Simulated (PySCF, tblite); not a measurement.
# C₃H₄O₃: a rotation path, then NMR shifts and spin-spin couplings on frames, part 2 of 3

tblite 0.8.0 and PySCF 2.14.0. Atoms count from 0. Earlier steps stand in the parts before.

## 7. Shielding tensors: image 4, PBE0/pcSseg-1

The job: settings as JSON, then the geometry in Å.

```
{"job": {"kind": "nmr", "xc": "PBE0", "basis": "pcSseg-1", "pop": false}, "charge": 0, "multiplicity": 1}
O      1.032500    -1.290100    -1.040000
C      0.964400    -0.456600    -0.178200
O      2.011100     0.217200     0.280600
C     -0.319500    -0.084400     0.533800
C     -1.472600     0.380400    -0.239900
O     -0.713200     1.251500     0.547400
H      2.824000    -0.038100    -0.187600
H     -0.476600    -0.636500     1.459700
H     -1.367200     0.492000    -1.313600
H     -2.474100     0.169400     0.115200
```

Level: GIAO PBE0/pcSseg-1 NMR shielding, non-relativistic, gas phase.

The program printed:

```text
coarse grid: 9000 points
cycle   1  E = -341.6993038874  dE =  1.278e+00  |g| = 1.019e+00  |ddm| = 2.874e+00
cycle   2  E = -341.2965009181  dE =  4.028e-01  |g| = 1.808e+00  |ddm| = 1.793e+00
cycle   3  E = -341.8757010369  dE = -5.792e-01  |g| = 2.637e-01  |ddm| = 1.267e+00
cycle   4  E = -341.8868188003  dE = -1.112e-02  |g| = 1.026e-01  |ddm| = 2.109e-01
cycle   5  E = -341.8885275863  dE = -1.709e-03  |g| = 2.450e-02  |ddm| = 6.610e-02
cycle   6  E = -341.8886347889  dE = -1.072e-04  |g| = 8.443e-03  |ddm| = 2.128e-02
cycle   7  E = -341.8886463417  dE = -1.155e-05  |g| = 2.108e-03  |ddm| = 5.603e-03
cycle   8  E = -341.8886471549  dE = -8.132e-07  |g| = 4.756e-04  |ddm| = 1.603e-03
final grid: 88736 points
cycle   9  E = -341.9547144550  dE = -1.297e-05  |g| = 1.326e-02  |ddm| = 1.874e-02
cycle  10  E = -341.9546580967  dE =  5.636e-05  |g| = 2.222e-02  |ddm| = 1.933e-02
cycle  11  E = -341.9547441578  dE = -8.606e-05  |g| = 2.211e-03  |ddm| = 1.289e-02
cycle  12  E = -341.9547450349  dE = -8.771e-07  |g| = 3.734e-04  |ddm| = 1.391e-03
cycle  13  E = -341.9547450564  dE = -2.150e-08  |g| = 1.609e-04  |ddm| = 3.666e-04
cycle  14  E = -341.9547450613  dE = -4.914e-09  |g| = 3.425e-05  |ddm| = 1.291e-04
cycle  15  E = -341.9547450615  dE = -1.751e-10  |g| = 1.171e-05  |ddm| = 2.354e-05
converged SCF energy = -341.9547450615

GIAO shielding tensors (ppm)
atom      isotropic    diamagn.    paramagn.     s11        s22        s33       span
  0 O     -107.793     401.796    -509.589   -337.543   -251.580    265.744    603.287
  1 C       13.733     248.346    -234.613    -87.964     51.950     77.213    165.177
  2 O      122.170     390.883    -268.713    -31.717    158.749    239.478    271.195
  3 C      138.118     248.554    -110.436     90.587    139.635    184.131     93.545
  4 C      142.702     250.867    -108.165     92.484    154.054    181.567     89.083
  5 O      321.192     393.908     -72.715    157.683    377.680    428.214    270.532
  6 H       25.205      29.685      -4.480     19.643     22.461     33.510     13.866
  7 H       28.538      28.509       0.030     23.410     26.161     36.043     12.633
  8 H       29.024      29.847      -0.823     24.143     27.095     35.835     11.692
  9 H       28.950      28.953      -0.003     23.699     26.134     37.016     13.317
```

It took 20 s on 1 thread of Intel Xeon at 2.50GHz, shared host; peak memory 0.6 GiB.

In short: δ C1 173.2, C3 48.8, C4 44.2, O0 443.9, H6 6.51, H7 3.18 ppm.

## 8. J couplings: image 4, B3LYP/pcJ-1

Settings changed since step 7:

```diff
@@ -1,2 +1,2 @@
-{"job": {"kind": "nmr", "xc": "PBE0", "basis": "pcSseg-1", "pop": false}, "charge": 0, "multiplicity": 1}
+{"job": {"kind": "j", "xc": "B3LYP", "basis": "pcJ-1"}, "charge": 0, "multiplicity": 1}
 O      1.032500    -1.290100    -1.040000
```

Level: B3LYP/pcJ-1 indirect spin-spin coupling, non-relativistic, gas phase.

The program printed:

```text
coarse grid: 9000 points
cycle   1  E = -342.0726148946  dE =  1.238e+00  |g| = 1.117e+00  |ddm| = 2.738e+00
cycle   2  E = -341.5119410772  dE =  5.607e-01  |g| = 2.091e+00  |ddm| = 1.993e+00
cycle   3  E = -342.2710869466  dE = -7.591e-01  |g| = 3.264e-01  |ddm| = 1.446e+00
cycle   4  E = -342.2875097276  dE = -1.642e-02  |g| = 1.359e-01  |ddm| = 2.550e-01
cycle   5  E = -342.2903499915  dE = -2.840e-03  |g| = 3.563e-02  |ddm| = 8.361e-02
cycle   6  E = -342.2905730817  dE = -2.231e-04  |g| = 1.148e-02  |ddm| = 2.831e-02
cycle   7  E = -342.2905933681  dE = -2.029e-05  |g| = 3.073e-03  |ddm| = 7.494e-03
cycle   8  E = -342.2905950728  dE = -1.705e-06  |g| = 5.914e-04  |ddm| = 2.257e-03
final grid: 88736 points
cycle   9  E = -342.3665642404  dE = -1.704e-04  |g| = 6.560e-03  |ddm| = 1.448e-02
cycle  10  E = -342.3665513876  dE =  1.285e-05  |g| = 1.033e-02  |ddm| = 9.276e-03
cycle  11  E = -342.3665700707  dE = -1.868e-05  |g| = 2.119e-03  |ddm| = 6.661e-03
cycle  12  E = -342.3665706987  dE = -6.280e-07  |g| = 9.566e-04  |ddm| = 1.649e-03
cycle  13  E = -342.3665708549  dE = -1.561e-07  |g| = 2.807e-04  |ddm| = 5.977e-04
cycle  14  E = -342.3665708690  dE = -1.410e-08  |g| = 2.624e-05  |ddm| = 1.937e-04
cycle  15  E = -342.3665708690  dE = -7.208e-11  |g| = 1.644e-05  |ddm| = 2.523e-05
converged SCF energy = -342.3665708690

Indirect spin-spin couplings (Hz)
  i      j    bonds     total        FC       PSO       DSO        SD
  0 O    1 C    1     30.912    16.748    14.274    -0.109         -
  0 O    3 C    2     -4.226    -4.715     0.474     0.015         -
  0 O    4 C    3     -0.406    -0.487     0.071     0.009         -
  0 O    6 H    3      1.725    -0.887     2.554     0.057         -
  0 O    7 H    3     -1.018    -0.969    -0.235     0.186         -
  1 C    2 O    1     33.294    26.224     7.221    -0.150         -
  1 C    3 C    1     82.344    83.169    -1.213     0.388         -
  1 C    4 C    2     -0.532    -0.438    -0.133     0.038         -
  1 C    5 O    2     -2.353    -2.902     0.565    -0.016         -
  1 C    6 H    2     -5.578    -4.017    -1.023    -0.537         -
  1 C    7 H    2      8.349     8.232    -0.024     0.140         -
  1 C    8 H    3      1.656     1.653    -0.238     0.242         -
  1 C    9 H    3      0.928     0.941     0.315    -0.328         -
  2 O    3 C    2    -22.449   -22.657     0.228    -0.020         -
  2 O    4 C    3     -1.541    -1.577    -0.008     0.044         -
  2 O    6 H    1    -77.867   -67.544    -9.956    -0.367         -
  2 O    7 H    3      0.735     0.740    -0.087     0.083         -
  2 O    8 H    4      0.326     0.286    -0.077     0.117         -
  2 O    9 H    4     -1.117    -1.129    -0.214     0.225         -
  3 C    4 C    1     30.292    30.712    -0.661     0.240         -
  3 C    5 O    1     29.529    29.176     0.468    -0.116         -
  3 C    6 H    3      8.506     8.587     0.603    -0.684         -
  3 C    7 H    1    183.985   183.038    -0.302     1.249         -
  3 C    8 H    2     -2.641    -2.707     0.325    -0.259         -
  3 C    9 H    2     -1.885    -1.965     0.376    -0.296         -
  4 C    5 O    1     27.611    27.701     0.002    -0.091         -
  4 C    6 H    4      1.064     1.106     0.462    -0.504         -
  4 C    7 H    2     -2.052    -2.117     0.410    -0.345         -
  4 C    8 H    1    184.643   183.839    -0.180     0.984         -
  4 C    9 H    1    182.456   181.629    -0.113     0.939         -
  5 O    6 H    4      0.161     0.154    -0.268     0.275         -
  5 O    7 H    2     -6.584    -5.805    -0.983     0.205         -
  5 O    8 H    2     -6.523    -5.772    -0.977     0.226         -
  5 O    9 H    2     -6.399    -5.599    -1.040     0.240         -
  6 H    7 H    4     -0.628    -0.478     2.264    -2.414         -
  6 H    8 H    5     -0.234    -0.095     1.155    -1.294         -
  6 H    9 H    5      0.439     0.564     1.788    -1.914         -
  7 H    8 H    3      1.457     1.523     2.879    -2.945         -
  7 H    9 H    3      3.622     3.735     0.264    -0.377         -
  8 H    9 H    2      6.226     6.160     3.050    -2.984         -
```

It took 38 s on 1 thread of Intel Xeon at 2.50GHz, shared host; peak memory 0.84 GiB.

Key values: J(C4,H8) 184.6 Hz, J(C3,H7) 184.0 Hz, J(C4,H9) 182.5 Hz.

## 9. Shielding tensors: image 6, PBE0/pcSseg-1

The job: settings as JSON, then the geometry in Å.

```
{"job": {"kind": "nmr", "xc": "PBE0", "basis": "pcSseg-1", "pop": false}, "charge": 0, "multiplicity": 1}
O      1.012300    -0.650400    -1.392000
C      0.977100    -0.295000    -0.246400
O      2.057900    -0.177300     0.520800
C     -0.282000     0.046200     0.514500
C     -1.527600     0.258300    -0.229400
O     -0.812000     1.324100     0.315000
H      2.861100    -0.396000     0.018900
H     -0.302300    -0.312500     1.541000
H     -1.503100     0.183000    -1.310600
H     -2.472500     0.024300     0.245700
```

Method: GIAO PBE0/pcSseg-1 NMR shielding, non-relativistic, gas phase.

The program printed:

```text
coarse grid: 9000 points
cycle   1  E = -341.7045712699  dE =  1.275e+00  |g| = 1.010e+00  |ddm| = 2.881e+00
cycle   2  E = -341.2962434423  dE =  4.083e-01  |g| = 1.810e+00  |ddm| = 1.827e+00
cycle   3  E = -341.8772911658  dE = -5.810e-01  |g| = 2.700e-01  |ddm| = 1.314e+00
cycle   4  E = -341.8890278327  dE = -1.174e-02  |g| = 1.012e-01  |ddm| = 2.143e-01
cycle   5  E = -341.8906934754  dE = -1.666e-03  |g| = 2.344e-02  |ddm| = 6.520e-02
cycle   6  E = -341.8907922318  dE = -9.876e-05  |g| = 8.477e-03  |ddm| = 2.054e-02
cycle   7  E = -341.8908039247  dE = -1.169e-05  |g| = 2.108e-03  |ddm| = 5.534e-03
cycle   8  E = -341.8908047412  dE = -8.165e-07  |g| = 4.948e-04  |ddm| = 1.668e-03
final grid: 88736 points
cycle   9  E = -341.9572418625  dE = -1.428e-05  |g| = 1.323e-02  |ddm| = 1.946e-02
cycle  10  E = -341.9571865071  dE =  5.536e-05  |g| = 2.209e-02  |ddm| = 1.952e-02
cycle  11  E = -341.9572713398  dE = -8.483e-05  |g| = 2.254e-03  |ddm| = 1.296e-02
cycle  12  E = -341.9572722667  dE = -9.268e-07  |g| = 3.630e-04  |ddm| = 1.468e-03
cycle  13  E = -341.9572722860  dE = -1.932e-08  |g| = 1.694e-04  |ddm| = 3.436e-04
cycle  14  E = -341.9572722914  dE = -5.444e-09  |g| = 3.811e-05  |ddm| = 1.350e-04
cycle  15  E = -341.9572722916  dE = -2.211e-10  |g| = 1.257e-05  |ddm| = 2.665e-05
converged SCF energy = -341.9572722916

GIAO shielding tensors (ppm)
atom      isotropic    diamagn.    paramagn.     s11        s22        s33       span
  0 O     -102.947     402.135    -505.082   -330.816   -247.122    269.098    599.913
  1 C       12.965     248.077    -235.111    -88.437     50.098     77.235    165.671
  2 O      121.719     390.909    -269.190    -37.303    158.237    244.224    281.527
  3 C      139.775     248.564    -108.789     97.958    131.685    189.684     91.726
  4 C      143.501     251.135    -107.635     95.946    151.855    182.702     86.756
  5 O      307.936     393.581     -85.644    129.652    369.319    424.838    295.186
  6 H       25.165      29.624      -4.459     19.523     22.446     33.527     14.004
  7 H       28.629      29.413      -0.784     22.869     26.932     36.086     13.217
  8 H       28.616      29.851      -1.235     23.210     26.664     35.975     12.766
  9 H       29.032      28.990       0.042     23.555     26.203     37.339     13.784
```

Run time: 21 s. Hardware: 1 thread of Intel Xeon at 2.50GHz, shared host; peak memory 0.6 GiB.

Key values: δ C1 174.0, C3 47.1, C4 43.4, O0 439.0, H6 6.55, H8 3.10 ppm.

## 10. Spin-spin couplings: image 6, B3LYP/pcJ-1

Settings changed since step 9:

```diff
@@ -1,2 +1,2 @@
-{"job": {"kind": "nmr", "xc": "PBE0", "basis": "pcSseg-1", "pop": false}, "charge": 0, "multiplicity": 1}
+{"job": {"kind": "j", "xc": "B3LYP", "basis": "pcJ-1"}, "charge": 0, "multiplicity": 1}
 O      1.012300    -0.650400    -1.392000
```

Method: B3LYP/pcJ-1 indirect spin-spin coupling, non-relativistic, gas phase.

The program printed:

```text
coarse grid: 9000 points
cycle   1  E = -342.0782683635  dE =  1.234e+00  |g| = 1.109e+00  |ddm| = 2.743e+00
cycle   2  E = -341.5100970457  dE =  5.682e-01  |g| = 2.096e+00  |ddm| = 2.044e+00
cycle   3  E = -342.2722314493  dE = -7.621e-01  |g| = 3.358e-01  |ddm| = 1.511e+00
cycle   4  E = -342.2897882011  dE = -1.756e-02  |g| = 1.343e-01  |ddm| = 2.618e-01
cycle   5  E = -342.2925677136  dE = -2.780e-03  |g| = 3.388e-02  |ddm| = 8.203e-02
cycle   6  E = -342.2927709879  dE = -2.033e-04  |g| = 1.158e-02  |ddm| = 2.746e-02
cycle   7  E = -342.2927917434  dE = -2.076e-05  |g| = 3.100e-03  |ddm| = 7.388e-03
cycle   8  E = -342.2927934838  dE = -1.740e-06  |g| = 6.181e-04  |ddm| = 2.335e-03
final grid: 88736 points
cycle   9  E = -342.3692327496  dE = -1.705e-04  |g| = 6.578e-03  |ddm| = 1.447e-02
cycle  10  E = -342.3692201178  dE =  1.263e-05  |g| = 1.029e-02  |ddm| = 9.258e-03
cycle  11  E = -342.3692384764  dE = -1.836e-05  |g| = 2.089e-03  |ddm| = 6.718e-03
cycle  12  E = -342.3692390814  dE = -6.050e-07  |g| = 9.856e-04  |ddm| = 1.713e-03
cycle  13  E = -342.3692392490  dE = -1.676e-07  |g| = 2.653e-04  |ddm| = 6.057e-04
cycle  14  E = -342.3692392616  dE = -1.266e-08  |g| = 3.000e-05  |ddm| = 1.779e-04
cycle  15  E = -342.3692392617  dE = -1.040e-10  |g| = 1.725e-05  |ddm| = 2.814e-05
converged SCF energy = -342.3692392617

Indirect spin-spin couplings (Hz)
  i      j    bonds     total        FC       PSO       DSO        SD
  0 O    1 C    1     30.591    16.527    14.175    -0.111         -
  0 O    3 C    2     -3.470    -3.709     0.219     0.020         -
  0 O    4 C    3     -1.049    -1.211     0.163    -0.001         -
  0 O    6 H    3      1.801    -0.788     2.539     0.050         -
  0 O    7 H    3     -1.801    -1.833    -0.270     0.302         -
  0 O    9 H    4     -0.328    -0.384    -0.133     0.188         -
  1 C    2 O    1     32.757    25.834     7.072    -0.149         -
  1 C    3 C    1     82.573    83.465    -1.281     0.388         -
  1 C    4 C    2     -0.347    -0.262    -0.119     0.034         -
  1 C    5 O    2     -2.090    -3.177     1.108    -0.020         -
  1 C    6 H    2     -5.541    -4.001    -1.017    -0.523         -
  1 C    7 H    2      7.525     7.528    -0.102     0.099         -
  1 C    8 H    3      1.293     1.516    -0.394     0.171         -
  1 C    9 H    3      0.841     0.868     0.312    -0.339         -
  2 O    3 C    2    -27.239   -27.437     0.222    -0.023         -
  2 O    4 C    3     -1.701    -1.734    -0.019     0.052         -
  2 O    6 H    1    -78.175   -67.900    -9.916    -0.358         -
  2 O    7 H    3      0.902     0.874     0.089    -0.061         -
  2 O    8 H    4      0.601     0.535    -0.126     0.191         -
  3 C    4 C    1     30.512    30.963    -0.692     0.241         -
  3 C    5 O    1     28.866    29.045    -0.064    -0.116         -
  3 C    6 H    3     10.527    10.608     0.596    -0.676         -
  3 C    7 H    1    185.144   184.239    -0.349     1.254         -
  3 C    8 H    2     -2.866    -2.974     0.361    -0.253         -
  3 C    9 H    2     -1.071    -1.152     0.369    -0.287         -
  4 C    5 O    1     28.495    27.911     0.675    -0.092         -
  4 C    6 H    4      1.303     1.361     0.447    -0.505         -
  4 C    7 H    2     -0.352    -0.421     0.425    -0.356         -
  4 C    8 H    1    187.804   187.044    -0.241     1.001         -
  4 C    9 H    1    180.877   180.022    -0.092     0.947         -
  5 O    7 H    2     -6.901    -6.022    -1.076     0.197         -
  5 O    8 H    2     -6.327    -5.747    -0.799     0.219         -
  5 O    9 H    2     -6.344    -5.652    -0.936     0.243         -
  6 H    7 H    4     -0.449    -0.305     2.445    -2.588         -
  6 H    8 H    5     -0.343    -0.180     1.343    -1.506         -
  7 H    8 H    3      1.275     1.339     2.890    -2.954         -
  7 H    9 H    3      2.810     2.927     0.282    -0.399         -
  8 H    9 H    2      6.770     6.700     3.065    -2.995         -
```

Wall time 37 s (1 thread of Intel Xeon at 2.50GHz, shared host); peak memory 0.84 GiB.

In short: J(C4,H8) 187.8 Hz, J(C3,H7) 185.1 Hz, J(C4,H9) 180.9 Hz.

## 11. NMR shieldings: image 8, PBE0/pcSseg-1

The job: settings as JSON, then the geometry in Å.

```
{"job": {"kind": "nmr", "xc": "PBE0", "basis": "pcSseg-1", "pop": false}, "charge": 0, "multiplicity": 1}
O      1.173200     0.034300    -1.442100
C      1.012200    -0.103500    -0.262600
O      1.947000    -0.595100     0.557700
C     -0.243900     0.213700     0.494100
C     -1.537200     0.135900    -0.205900
O     -0.950100     1.354200     0.106000
H      2.759200    -0.796100     0.064500
H     -0.190300     0.022000     1.561600
H     -1.539100    -0.130500    -1.256600
H     -2.422200    -0.130400     0.360900
```

With the program's defaults for keys left out, this is: GIAO PBE0/pcSseg-1 NMR shielding, non-relativistic, gas phase.

The program printed:

```text
coarse grid: 9000 points
cycle   1  E = -341.7072359184  dE =  1.282e+00  |g| = 1.013e+00  |ddm| = 2.886e+00
cycle   2  E = -341.2698356064  dE =  4.374e-01  |g| = 1.852e+00  |ddm| = 1.966e+00
cycle   3  E = -341.8798100072  dE = -6.100e-01  |g| = 2.834e-01  |ddm| = 1.440e+00
cycle   4  E = -341.8929152986  dE = -1.311e-02  |g| = 9.965e-02  |ddm| = 2.216e-01
cycle   5  E = -341.8945300003  dE = -1.615e-03  |g| = 2.167e-02  |ddm| = 6.366e-02
cycle   6  E = -341.8946167488  dE = -8.675e-05  |g| = 7.926e-03  |ddm| = 2.025e-02
cycle   7  E = -341.8946270218  dE = -1.027e-05  |g| = 2.067e-03  |ddm| = 5.421e-03
cycle   8  E = -341.8946277964  dE = -7.745e-07  |g| = 5.033e-04  |ddm| = 1.728e-03
final grid: 88736 points
cycle   9  E = -341.9606848740  dE = -1.657e-05  |g| = 1.313e-02  |ddm| = 2.030e-02
cycle  10  E = -341.9606298603  dE =  5.501e-05  |g| = 2.197e-02  |ddm| = 1.964e-02
cycle  11  E = -341.9607138769  dE = -8.402e-05  |g| = 2.329e-03  |ddm| = 1.338e-02
cycle  12  E = -341.9607148747  dE = -9.978e-07  |g| = 3.520e-04  |ddm| = 1.561e-03
cycle  13  E = -341.9607148923  dE = -1.765e-08  |g| = 1.626e-04  |ddm| = 3.215e-04
cycle  14  E = -341.9607148975  dE = -5.134e-09  |g| = 3.776e-05  |ddm| = 1.393e-04
cycle  15  E = -341.9607148977  dE = -2.135e-10  |g| = 1.272e-05  |ddm| = 2.914e-05
converged SCF energy = -341.9607148977

GIAO shielding tensors (ppm)
atom      isotropic    diamagn.    paramagn.     s11        s22        s33       span
  0 O      -81.728     402.071    -483.799   -310.608   -233.803    299.227    609.835
  1 C       11.413     248.338    -236.925    -91.054     50.613     74.680    165.734
  2 O      120.102     391.435    -271.333    -38.681    151.236    247.752    286.433
  3 C      142.225     248.399    -106.175     94.373    138.436    193.864     99.491
  4 C      140.416     250.478    -110.063     95.542    145.521    180.185     84.643
  5 O      299.287     393.705     -94.417    124.429    366.598    406.835    282.406
  6 H       25.327      29.695      -4.368     19.584     22.544     33.852     14.268
  7 H       28.605      29.953      -1.348     21.863     27.878     36.074     14.211
  8 H       28.756      29.691      -0.934     23.244     27.180     35.845     12.600
  9 H       28.927      28.872       0.055     23.636     25.711     37.436     13.800
```

Run time: 19 s. Hardware: 1 thread of Intel Xeon at 2.50GHz, shared host; peak memory 0.6 GiB.

Key values: δ C1 175.5, C4 46.5, C3 44.7, O0 417.8, H6 6.39, H7 3.11 ppm.

[end of part 2 of 3]
